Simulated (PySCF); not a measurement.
**Ways to converge the SCF of Cl2⁺**

Do solver options change the result for Cl2⁺, or only the number of cycles?

The runs use PySCF 2.14.0; each script names its method and basis.

5 further runs of the same task are left out: 5 that didn't finish.

### 1 Starting geometry

Cl2⁺: 2 atoms, charge 1, spin multiplicity 2.

Bond lengths: Cl1–Cl2 2.142 Å.

### 2 The run that the others are compared with

The input, input.py:

```python
from pyscf import gto, scf, mcscf

mol = gto.M(
    atom='Cl 0 0 0; Cl 0 0 2.142',
    basis='lanl2dz',
    ecp={'Cl': 'lanl2dz'},
    charge=1,
    spin=1,
    verbose=4,
)
mf = scf.ROHF(mol)
mf = mf.density_fit(auxbasis='def2-universal-jkfit')
mf.kernel()
mc = mcscf.CASCI(mf, 4, 5)
mc.kernel()
mc.analyze()
mf.dip_moment()
print('orbital energies (hartree):', mf.mo_energy[..., max(0, mol.nelec[1]-3):mol.nelec[0]+3].round(4))
```

Run with:

```console
$ python input.py
```

The log of this run is left out.

It gives: E(SCF) = -28.891123 Eh, 7 cycles, E(CAS) − E(SCF) = -0.00215 Eh.

The bond length is a typed value, not an optimised one. The dipole of an ion depends on the origin.

### 3 DIIS space 2

Edit 1 changes DIIS space: default → 2.

The input, input.py:

```python
from pyscf import gto, scf, mcscf

mol = gto.M(
    atom='Cl 0 0 0; Cl 0 0 2.142',
    basis='lanl2dz',
    ecp={'Cl': 'lanl2dz'},
    charge=1,
    spin=1,
    verbose=4,
)
mf = scf.ROHF(mol)
mf = mf.density_fit(auxbasis='def2-universal-jkfit')
mf.diis_space = 2
mf.kernel()
mc = mcscf.CASCI(mf, 4, 5)
mc.kernel()
mc.analyze()
mf.dip_moment()
print('orbital energies (hartree):', mf.mo_energy[..., max(0, mol.nelec[1]-3):mol.nelec[0]+3].round(4))
```

Run with:

```console
$ python input.py
```

### 4 Cycle limit 200

Edit 2 changes cycle limit: 50 → 200.

input.py: that of step 2 with these lines changed.

```diff
@@ -12,2 +12,3 @@
 mf = mf.density_fit(auxbasis='def2-universal-jkfit')
+mf.max_cycle = 200
 mf.kernel()
```

### 5 Level shift 0.5 hartree

Edit 3 changes level shift: none → 0.5 hartree.

input.py: that of step 2 with these lines changed.

```diff
@@ -12,2 +12,3 @@
 mf = mf.density_fit(auxbasis='def2-universal-jkfit')
+mf.level_shift = 0.5
 mf.kernel()
```

### 6 Convergence threshold 1e-11 hartree

Edit 4 changes convergence threshold: default → 1e-11 hartree.

input.py: that of step 2 with these lines changed.

```diff
@@ -12,2 +12,3 @@
 mf = mf.density_fit(auxbasis='def2-universal-jkfit')
+mf.conv_tol = 1e-11
 mf.kernel()
```

**Question.** What will these runs give? Wanted: for each run, E(SCF); from base; after the SCF.

**Answer**, as computed:

```csv
run,E(SCF) (hartree),from base (eV),cycles,after the SCF
base,-28.891123,0,7,CASCI correlation -0.058 eV
DIIS space 2,-28.891123,0.0000,7,CASCI correlation -0.058 eV
cycle limit 200,-28.891123,0.0000,7,CASCI correlation -0.058 eV
level shift 0.5 hartree,-28.891123,0.0000,10,CASCI correlation -0.058 eV
convergence threshold 1e-11 hartree,-28.891123,0.0000,7,CASCI correlation -0.058 eV
```

Distance from each run's final energy (log10 hartree) by cycle:

```csv
run,cycle 1,cycle 2,cycle 3,cycle 5,cycle 8,cycle 12
base,-0.9,-2.9,-4.5,-8.8,done,done
DIIS space 2,-0.9,-2.9,-4.5,-8.5,done,done
cycle limit 200,-0.9,-2.9,-4.5,-8.8,done,done
level shift 0.5 hartree,-1.6,-2.7,-3.7,-5.6,-8.5,done
convergence threshold 1e-11 hartree,-0.9,-2.9,-4.5,-8.8,done,done
```

The SCF energy stays the same, to the digits that matter, with DIIS space 2 or cycle limit 200 or level shift 0.5 hartree or convergence threshold 1e-11 hartree. The base needs 7 cycles and the run with level shift 0.5 hartree needs 10.
